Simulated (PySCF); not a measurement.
**A diatomic session: Na2−**

An exercise on one series of results from a longer session: the logs are not shown, and one member is left open.

Method: Na def2-SVPD, no relativity; program: PySCF 2.14.0.

4 further runs of the same task are left out: 4 set aside as unsound or not needed.

The first run:

Settings of the job:

```yaml
atoms: Na, Na
charge: -1
basis: Na def2-SVPD
Hamiltonian: no relativity
basis_functions: 36
electrons_treated: 23
masses_in_u: 22.9898, 22.9898
levels: PBE0, PBE, r²SCAN, BP86, B97-3, r²SCANh, MP2, SCS-MP2, CCSD, CCSD(T)
grid: 80 radial by 434 angular points
occupations: held fixed by the projection of orbital angular momentum
dissociation_limit: Na + Na−, each in its ground configuration
starting_distance_in_angstrom: 3.250
values_of_2S_to_try: 1, 3
```

On the command line:

```
> OMP_NUM_THREADS=1 python dia.py task.json out
```

Among the steps run: Set-up; The PBE0 curve of the state that the search chose; PBE (GGA); r²SCAN (meta-GGA); BP86; B97-3; r²SCANh; Adding correlation.

One table of the session follows, with a row left open; its other results are not shown here.

It belongs to the step «The curves together». Energy (eV) from each level's lowest point:

```
R (Å)  ROHF-MP2  ROHF-SCS-MP2  ROHF-CCSD  ROHF-CCSD(T)    PBE
3.063     0.102         0.106        n/a           n/a  0.060
3.206     0.051         0.055      0.057         0.056  0.024
3.348     0.020         0.022      0.024         0.023  0.006
3.455         ?             ?          ?             ?      ?
3.562     0.000         0.001      0.002         0.001  0.000
3.669     0.000         0.000      0.000         0.000  0.005
3.811     0.007         0.006      0.005         0.006  0.016
3.989     0.024         0.022      0.020         0.021  0.036
4.203     0.054         0.050      0.047         0.050  0.067
4.488     0.103         0.097        n/a           n/a  0.111
```

Q: Estimate the row for R (Å) = 3.455 from the others.

Worked estimate for «ROHF-MP2». A straight line through the neighbours (3.348, 0.020) and (3.562, 0.000) gives 0.020 + (0.000 − 0.020) × (3.455 − 3.348) / (3.562 − 3.348) = 0.010; a parabola fitted to 4 rows on both sides gives 0.006.

As computed: ROHF-MP2: 0.007; ROHF-SCS-MP2: 0.008; ROHF-CCSD: 0.009; ROHF-CCSD(T): 0.009; PBE: 0.000. In «ROHF-MP2» the line misses by +0.003 and the parabola by -0.001.
